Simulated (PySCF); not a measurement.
# C2H3Al (ethynylalumane) at 4 levels

We compute a comparison of 4 runs (HF/STO-3G, HF/3-21G, B3LYP/6-31G*, SCS-MP2/def2-TZVP) of C2H3Al (ethynylalumane). Input form: a Python script.

The results are computed with PySCF 2.14.0.

3 further runs of the same task are left out: 1 that didn't finish, 2 set aside as unsound or not needed.

## Step 1: Starting point

C2H3Al has 6 atoms, charge 0, and is taken as a singlet. As SMILES, `C#[C][AlH2]`. Geometry: relaxed at PBE0-D4/def2-TZVP.

Bond lengths: C1–C2 1.211 Å, C2–Al3 1.906 Å, C1–H4 1.067 Å, Al3–H5 1.580 Å, Al3–H6 1.580 Å. Angles: C1–C2–Al3 179.9°, C2–C1–H4 180.0°, C2–Al3–H5 118.8°, C2–Al3–H6 118.8°, H5–Al3–H6 122.4°.

## Step 2: A single-point energy at HF/STO-3G (run 1)

The input, run.py:

```python
from pyscf import gto, scf

mol = gto.M(
    atom=[
    ('C', (-0.792800, -1.637600, -0.298100)),
    ('C', (-0.266100, -0.564200, -0.106200)),
    ('Al', (0.564800, 1.124200, 0.195000)),
    ('H', (-1.257000, -2.583100, -0.467400)),
    ('H', (1.356700, 1.804700, -0.990500)),
    ('H', (0.436600, 1.792000, 1.621000)),
],
    max_memory=1860,
    spin=0,
    verbose=3,
    charge=0,
    basis='sto-3g',
)

mf = scf.RHF(mol)
mf.conv_tol = 1e-10
mf.kernel()
if not mf.converged:
    mf = mf.newton().run(mf.mo_coeff, mf.mo_occ)

energy = mf.e_tot
print('E = %.10f Eh' % energy)
```

The run is started by

```sh
$ OMP_NUM_THREADS=1 python run.py
```

The program printed:

```text
converged SCF energy = -315.480704674997
E = -315.4807046750 Eh
```

Wall time 0.5 s (1 thread of Arm Neoverse V2, shared host); peak memory 0.099 GiB.

## Step 3: The energy at HF/3-21G (run 2)

The input, job.py:

```python
from pyscf import gto

system = gto.M(
    atom=[
    ('C', (-0.792800, -1.637600, -0.298100)),
    ('C', (-0.266100, -0.564200, -0.106200)),
    ('Al', (0.564800, 1.124200, 0.195000)),
    ('H', (-1.257000, -2.583100, -0.467400)),
    ('H', (1.356700, 1.804700, -0.990500)),
    ('H', (0.436600, 1.792000, 1.621000)),
],
    max_memory=1860,
    basis='3-21g',
    charge=0,
    verbose=3,
)

mf = system.RHF()
mf.conv_tol = 1e-10
mf.kernel()
if not mf.converged:
    mf = mf.newton().run(mf.mo_coeff, mf.mo_occ)

e_tot = mf.e_tot
print('E = %.10f Eh' % e_tot)
```

The run is started by

```sh
$ OMP_NUM_THREADS=1 python job.py
```

The program printed:

```text
converged SCF energy = -317.575647991196
E = -317.5756479912 Eh
```

It took 0.6 s on 1 thread of Arm Neoverse V2, shared host; peak memory 0.12 GiB.

Run 3 isn't shown in full; the table further down has it.

## Step 4: A single-point energy at SCS-MP2/def2-TZVP (run 4)

The input, calc.py:

```python
from pyscf import gto, scf, mp

mol = gto.M(
    atom='''
C     -1.498175    -3.094616    -0.563327
C     -0.502856    -1.066183    -0.200689
Al     1.067317     2.124430     0.368497
H     -2.375386    -4.881352    -0.883258
H      2.563791     3.410389    -1.871774
H      0.825054     3.386389     3.063246
''',
    basis='def2-tzvp',
    max_memory=1860,
    unit='bohr',
    verbose=3,
)

hf = scf.RHF(mol)
hf.conv_tol = 1e-10
hf.kernel()
if not hf.converged:
    hf = hf.newton().run(hf.mo_coeff, hf.mo_occ)

pt = mp.MP2(hf, frozen=7).run()
e_final = hf.e_tot + 1.2 * pt.e_corr_os + pt.e_corr_ss / 3
print('E = %.10f Eh' % e_final)
```

The run is started by

```sh
$ OMP_NUM_THREADS=1 python calc.py
```

The program printed:

```text
converged SCF energy = -319.372693987959
E(RMP2) = -319.742937310936  E_corr = -0.37024332297635
E(SCS-RMP2) = -319.747979735922  E_corr = -0.375285747962194
E = -319.7479797359 Eh
```

Run time: 3.3 s. Hardware: 1 thread of Arm Neoverse V2, shared host; peak memory 0.33 GiB.

## Step 5: All runs side by side

```
run                               level  integration grid  frozen core orbitals  energy (Eh)  dipole moment (D) of the reference  HOMO energy (eV)  LUMO energy (eV)  wall time
  1                           HF/STO-3G                 –                     –  -315.480705                                0.77             -8.05              7.66      0.5 s
  2                            HF/3-21G                 –                     –  -317.575648                                0.60            -10.61              0.98      0.6 s
  3  B3LYP/6-31G* (spherical functions)                 5                     –  -320.369848                                0.73             -7.52             -1.93        6 s
  4                   SCS-MP2/def2-TZVP                 –                     7  -319.747980                                0.59            -10.76              0.92      3.3 s
```

## Step 6: Summary of results

```
                                          quantity          value
                               run 4: total energy  -319.74798 Eh
       run 4: dipole moment (Hartree–Fock density)         0.59 D
        run 4: HOMO energy (Hartree–Fock orbitals)      -10.76 eV
        run 4: LUMO energy (Hartree–Fock orbitals)        0.92 eV
      run 4: HOMO–LUMO gap (Hartree–Fock orbitals)       11.68 eV
run 4: correlation energy (7 core orbitals frozen)     -375.3 mEh
```

Over runs 1, 2, 3 the dipole moment (its size) runs from 0.60 D (HF/3-21G) to 0.77 D (HF/STO-3G). The two dipoles point in opposite directions. Over runs 1, 2, 3 the HOMO–LUMO gap runs from 5.59 eV (B3LYP/6-31G*) to 15.72 eV (HF/STO-3G). The two ends differ in method and basis. In run 1 the basis is minimal, so the values are rough. All runs together took 10 s, the longest 6 s.
